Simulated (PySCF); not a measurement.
# One shape, several levels: H3O+ (oxonium)

Wanted: a comparison of 4 runs (B3LYP/6-31G, wB97X-V/6-31G, MP2/6-31G, UMP2/6-31G) of H3O+ (oxonium). The job is set up through a Python script.

The calculation is run with PySCF 2.14.0.

5 further runs of the same task are left out: 5 set aside as unsound or not needed.

**1. The molecule**

The species is H3O+ (4 atoms), meant as a singlet with charge +1. SMILES: `[OH3+]`. The O1–H3 distance was set to 1.475 Å, away from the relaxed value. At this shape a bond of the SMILES string is far longer than usual.

Bond lengths: O1–H2 0.983 Å, O1–H4 0.984 Å. Angles: H2–O1–H4 112.0°.

**2. The energy at B3LYP/6-31G (run 1)**

The input, job.py:

```python
from pyscf import gto, dft

system = gto.M(
    atom='O 0.500782 0.091781 0.297493; H 0.518962 1.072241 0.370863; H -0.413410 -0.366620 -0.765680; H 0.307862 -0.338999 1.160513',
    basis='6-31g',
    max_memory=1860,
    verbose=4,
    spin=0,
    charge=1,
)

calc0 = dft.RKS(system, xc='b3lyp')
calc0.conv_tol = 1e-10
calc0.grids.level = 5
calc0.kernel()
if not calc0.converged:
    calc0 = calc0.newton().run(calc0.mo_coeff, calc0.mo_occ)

etot = calc0.e_tot
print('Final energy', etot)
```

On the command line:

```
$ OMP_NUM_THREADS=1 python job.py
```

What it wrote:

```text
PySCF version 2.14.0

[... 68 lines left out ...]
converged SCF energy = -76.597377237269
Final energy -76.59737723726903
```

It took 1.4 s on 1 thread of Arm Neoverse V2, shared host; peak memory 0.16 GiB.

**3. A single-point energy at wB97X-V/6-31G (run 2)**

The input, run.py:

```python
from pyscf import gto, dft

mol = gto.M(
    atom='O 0.500782 0.091781 0.297493; H 0.518962 1.072241 0.370863; H -0.413410 -0.366620 -0.765680; H 0.307862 -0.338999 1.160513',
    max_memory=1860,
    charge=1,
    basis='6-31g',
    verbose=4,
)

mf = dft.RKS(mol)
mf.xc = 'wb97x-v'
mf.grids.level = 5
mf.nlcgrids.level = 1
mf.conv_tol = 1e-10
mf.kernel()
if not mf.converged:
    mf = mf.newton().run(mf.mo_coeff, mf.mo_occ)

etot = mf.e_tot
print('E(%s) = %.9f' % ('WB97X-V', etot))
```

On the command line:

```
$ OMP_NUM_THREADS=1 python run.py
```

What it wrote:

```text
PySCF version 2.14.0

[... 79 lines left out ...]
converged SCF energy = -76.5639598315292
E(WB97X-V) = -76.563959832
```

Run time: 6 s. Hardware: 1 thread of Arm Neoverse V2, shared host; peak memory 0.16 GiB.

**4. The energy at MP2/6-31G (run 3)**

The input, calc.py:

```python
from pyscf import gto, mp

mol = gto.Mole()
mol.atom = '''
O      0.500782     0.091781     0.297493
H      0.518962     1.072241     0.370863
H     -0.413410    -0.366620    -0.765680
H      0.307862    -0.338999     1.160513
'''
mol.max_memory = 1860
mol.charge = 1
mol.verbose = 3
mol.basis = '6-31g'
mol.build()

myscf = mol.RHF()
myscf.conv_tol = 1e-10
myscf.kernel()
if not myscf.converged:
    myscf = myscf.newton().run(myscf.mo_coeff, myscf.mo_occ)

pt = mp.MP2(myscf, frozen=1).run()
energy = pt.e_tot
print('Final energy', energy)
```

On the command line:

```
$ OMP_NUM_THREADS=1 python calc.py
```

What it wrote:

```text
converged SCF energy = -76.1779732058546
E(RMP2) = -76.322205927825  E_corr = -0.144232721970342
E(SCS-RMP2) = -76.3225780007076  E_corr = -0.144604794852996
Final energy -76.32220592782497
```

Wall time 0.62 s (1 thread of Arm Neoverse V2, shared host); peak memory 0.11 GiB.

**5. The energy at UMP2/6-31G (run 4)**

The input, geometry.xyz:

```xyz
4
H3O
O      0.500782     0.091781     0.297493
H      0.518962     1.072241     0.370863
H     -0.413410    -0.366620    -0.765680
H      0.307862    -0.338999     1.160513
```

The input, job.py:

```python
from pyscf import gto, mp

mol = gto.M(
    atom='geometry.xyz',
    basis='6-31g',
    charge=1,
    verbose=4,
    spin=0,
    max_memory=1860,
)

hf = mol.UHF()
hf.conv_tol = 1e-10
hf.kernel()
if not hf.converged:
    hf = hf.newton().run(hf.mo_coeff, hf.mo_occ)
for _ in range(3):
    mo, _, stable, _ = hf.stability(return_status=True)
    if stable:
        break
    hf.kernel(hf.make_rdm1(mo, hf.mo_occ))

pt = mp.MP2(hf, frozen=1).run()
etot = pt.e_tot
print('E(%s) = %.9f' % ('MP2', etot))
```

On the command line:

```
$ OMP_NUM_THREADS=1 python job.py
```

What it wrote:

```text
PySCF version 2.14.0

[... 88 lines left out ...]
converged SCF energy = -76.1779732058532  <S^2> = 2.4706459e-11  2S+1 = 1
[... 3 lines left out ...]
******** <class 'pyscf.mp.ump2.UMP2'> ********
nocc = (np.int64(4), np.int64(4)), nmo = (14, 14)
frozen orbitals 1
E(UMP2) = -76.3222059171743  E_corr = -0.14423271132109
E(SCS-UMP2) = -76.3225779885618  E_corr = -0.14460478270856
E_corr(same-spin) = -0.0328551587039401
E_corr(oppo-spin) = -0.11137755261715
E(MP2) = -76.322205917
```

Wall time 0.6 s (1 thread of Arm Neoverse V2, shared host); peak memory 0.12 GiB.

**6. The series**

```csv
run,level,nlc grid,integration grid,energy (Eh),HOMO energy (eV),LUMO energy (eV),HOMO–LUMO gap (eV),wall time
1,B3LYP/6-31G,–,5,-76.597377,-18.65,-11.02,7.63,1.4 s
2,wB97X-V/6-31G,1,5,-76.563960,-21.58,-8.20,13.39,6 s
3,MP2/6-31G,–,–,-76.322206,-24.01,-6.66,17.35,0.62 s
4,UMP2/6-31G,–,–,-76.322206,-24.01,-6.66,17.35,0.6 s
```

**7. Outcome**

| quantity | value |
| --- | --- |
| run 4: total energy | -76.32221 Eh |
| run 4: HOMO energy (Hartree–Fock orbitals) | -24.01 eV |
| run 4: LUMO energy (Hartree–Fock orbitals) | -6.66 eV |
| run 4: HOMO–LUMO gap (Hartree–Fock orbitals) | 17.35 eV |
| run 4: correlation energy (1 core orbital frozen) | -144.2 mEh |

**Reading.** Totals of different functionals can't be ranked against each other. All runs together took 8.6 s, the longest 6 s.
